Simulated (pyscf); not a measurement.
Elementary routes open to H₂Si=PH (SMILES [SiH2]=P) + PH₃ (SMILES P) in the gas phase (singlet surface):
A. H₃Si–PH–PH₂ (SMILES [SiH3]PP) (H–P broken; P–P, H–Si formed)
B. H₂P–SiH₂–PH₂ (SMILES P[SiH2]P) (H–P broken; H–P, P–Si formed)

Optimised with ωB97X-D3(BJ)/def2-SVP in PySCF. MP2 and CC: frozen core, UHF for open shells. ΔMP2 is the change of the MP2 total energy from the triple- to the quadruple-zeta basis.

Rank the routes by free-energy barrier at 900 K, lowest first, for CCSD(T)/def2-TZVPP + ΔMP2(QZVPP) energies (ideal gas, 1 atm, RRHO with modes under 100 cm⁻¹ raised to 100, one conformer, R ln 2 for chiral ones without a mode under 150 cm⁻¹).

B (2.33 eV), A (2.64 eV)

Route B is the fastest of these, ahead of the next by 0.31 eV. The most stable products are those of B (ΔG = -0.24 eV), so kinetics and thermodynamics agree. At 298 K B is still the fastest. B: On the reactant side the descent ends in a complex (not fully relaxed), 0.31 eV under the separated species and 1.23 eV under the saddle at ωB97X-D3(BJ)/def2-TZVP. Only these routes are compared; each barrier is that of the saddle found, and lower ones may exist. The CCSD(T) − MP2 part came from Ansatz, without density fitting, on the same reference.
